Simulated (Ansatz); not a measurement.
Basis sets compared for AlMe2H (C2H7Al). Charge 0, multiplicity 1. Geometry r2SCAN-D4/def2-TZVP. Ansatz on 4 threads of Arm Neoverse V2 on a shared host; times are rough, and most runs start from earlier orbitals.

```
atom   x (Å)   y (Å)   z (Å)
 Al1   0.328  -0.688  -0.020
  C2   0.863   0.695  -1.293
  H3   1.299   1.555  -0.772
  H4  -0.003   1.087  -1.839
  H5   1.593   0.355  -2.031
  C6  -1.051  -0.294   1.307
  H7  -2.014  -0.102   0.818
  H8  -0.816   0.618   1.867
  H9  -1.208  -1.098   2.030
 H10   1.009  -2.129  -0.067
```

Binding counts from free atoms (Al doublet, C triplet, H doublet) in the same basis, without a counterpoise term.

```
           level  functions  energy (Eh)  HOMO (eV)  LUMO (eV)  binding per atom (eV)  wall time
 PBE-D4/def2-SVP         81    -322.4533      -6.44      -1.57                   3.59     0.45 s
PBE0-D4/def2-SVP         81    -322.5009      -7.76      -0.80                   3.57     0.45 s
```

Q: Estimate the rows for PBE-D4/def2-TZVP, PBE0-D4/def2-TZVP (with forces).

A: 
```csv
level,functions,energy (Eh),HOMO (eV),LUMO (eV),binding per atom (eV),wall time
PBE-D4/def2-TZVP,141,-322.6316,-6.50,-1.63,3.58,0.7 s
PBE0-D4/def2-TZVP (with forces),141,-322.6739,-7.78,-0.86,3.56,1.1 s
```
